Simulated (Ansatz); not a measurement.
hcp Mg, relaxed in Ansatz (plane waves) with several semilocal functionals. Each gives its own volume and its own bulk modulus:

```json
[
 {"level": "PBEsol-D3(BJ)", "V0 (Å³/atom)": "21.344", "bulk modulus B0 (GPa)": "41.49", "ln V0": "3.0608", "ln B0": "3.7255"},
 {"level": "LDA", "V0 (Å³/atom)": "21.613", "bulk modulus B0 (GPa)": "39.69", "ln V0": "3.0733", "ln B0": "3.6811"},
 {"level": "PBEsol", "V0 (Å³/atom)": "22.513", "bulk modulus B0 (GPa)": "37.32", "ln V0": "3.1141", "ln B0": "3.6195"},
 {"level": "r²SCAN", "V0 (Å³/atom)": "22.570", "bulk modulus B0 (GPa)": "39.63", "ln V0": "3.1166", "ln B0": "3.6796"},
 {"level": "revPBE", "V0 (Å³/atom)": "23.565", "bulk modulus B0 (GPa)": "34.44", "ln V0": "3.1598", "ln B0": "3.5392"},
 {"level": "RPBE", "V0 (Å³/atom)": "23.705", "bulk modulus B0 (GPa)": "34.18", "ln V0": "3.1657", "ln B0": "3.5316"}
]
```

Fit a straight line to ln B0 against ln V0. What does it predict for rVV10, whose volume is 22.496 Å³/atom?

With x = ln V0 and y = ln B0: means 3.11505 and 3.62942; Σ(Δx Δy) = -0.01627, Σ(Δx²) = 0.009257, so the slope is -1.76. At x = 3.1133 the line gives y = 3.62942 + (-1.76) × (3.1133 − 3.11505) = 3.6325, or 37.81 GPa. The run with rVV10 gives 37.35 GPa, -1.2 % from the line. The rows used scatter about it by up to 5.4 %, while the largest value lies 21 % above the smallest.

Measured: 38.6 GPa (measured, copied from a table, unchecked, extrapolated to 0 K and zero-point effects removed; as tabulated in Lejaeghere et al. (2013), arXiv:1204.2733).

Ansatz's density-functional and Hartree–Fock values are scalar-relativistic unless marked +SOC, with PAW data made under PBE.

Ansatz is a first-principles code.
